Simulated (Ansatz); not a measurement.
# CH6OSi: molecular dynamics

The plan is to follow the molecule's vibrations and see whether its bonds hold. The start is relaxed first. Runs: 300 steps of 0.5 fs at constant energy, with velocities drawn for 2000 K. SMILES of the start: C[SiH2]O.

Method: RKS PBE0-D4/STO-3G, in Ansatz 0.2.0.

**1. Starting point**

Bond lengths: Si1–O2 1.680 Å, O2–H3 1.010 Å, Si1–H4 1.460 Å, Si1–C5 1.869 Å, C5–H6 1.110 Å, C5–H7 1.110 Å, C5–H8 1.110 Å, Si1–H9 1.459 Å. Angles: Si1–O2–H3 109.5°, O2–Si1–H4 109.5°, O2–Si1–C5 109.5°, O2–Si1–H9 109.5°, H4–Si1–C5 109.5°, H4–Si1–H9 109.5°, C5–Si1–H9 109.5°, Si1–C5–H6 109.5°, Si1–C5–H7 109.5°, Si1–C5–H8 109.5°, H6–C5–H7 109.4°, H6–C5–H8 109.4°, H7–C5–H8 109.4°.

As a file:

```xyz
9

Si    0.0000    0.0000    0.0000
O     0.0000    0.0000    1.6800
H    -0.9095   -0.2814    2.0171
H     1.3768    0.0000   -0.4862
C    -0.8808    1.5259   -0.6227
H    -1.9334    1.2723   -0.8671
H    -0.8624    2.3106    0.1622
H    -0.3704    1.9025   -1.5336
H    -0.6877   -1.1914   -0.4862
```

**2. Relaxing the start**

Input file input.yaml:

```yaml
crystal:
  periodic: [false, false, false]
  atoms:
    - { symbol: Si, position_ang: [0.0, 0.0, 0.0] }
    - { symbol: O, position_ang: [0.0, 0.0, 1.68] }
    - { symbol: H, position_ang: [-0.9095, -0.2814, 2.0171] }
    - { symbol: H, position_ang: [1.3768, 0.0, -0.4862] }
    - { symbol: C, position_ang: [-0.8808, 1.5259, -0.6227] }
    - { symbol: H, position_ang: [-1.9334, 1.2723, -0.8671] }
    - { symbol: H, position_ang: [-0.8624, 2.3106, 0.1622] }
    - { symbol: H, position_ang: [-0.3704, 1.9025, -1.5336] }
    - { symbol: H, position_ang: [-0.6877, -1.1914, -0.4862] }
basis:
  gaussian: { orbitals: STO-3G }
hamiltonian:
  xc: pbe0
  dispersion: d4
relax:
  f_tol: 0.02
  max_steps: 40
output:
  orbitals: {}
```

Run with:

```console
> ansatz run input.yaml --threads 1 --pin off --max-ram 2048MiB --backend cpu --events-out ev --progress --plain --runs-dir out
```

Further steps of the session: The run.

What does the calculation give? Wanted: relaxation of the start; temperature, first and last step; temperature, second half; potential energy, second half; largest change of the total energy; bonds formed or broken.

**Answer**, as computed:

| quantity | value |
| --- | --- |
| relaxation of the start | 8 moves, 0.136 eV lower |
| length | 300 steps of 0.5 fs |
| temperature, first and last step | 2000 and 961 K |
| temperature, second half | mean 1039 K, from 552 to 1453 K |
| potential energy, second half | +97 meV/atom from the start |
| largest change of the total energy | 1.32 meV/atom |
| bonds formed or broken | 0 |

The temperature starts at 2000 K and averages 1039 K in the second half, where it ranges from 552 to 1453 K; a mean near half the start is what vibrations about a minimum give, since they share energy equally between motion and strain. The total energy strays from its start by at most 1.32 meV/atom, 1.3 % of the mean kinetic energy, so a step of 0.5 fs is short enough over this time. The bonding pattern survives the run. Averages from a run of 150 fs with 9 atoms are rough. The nuclei move classically, without zero-point motion, which matters most for hydrogen. The basis is very small, so the numbers are rough.
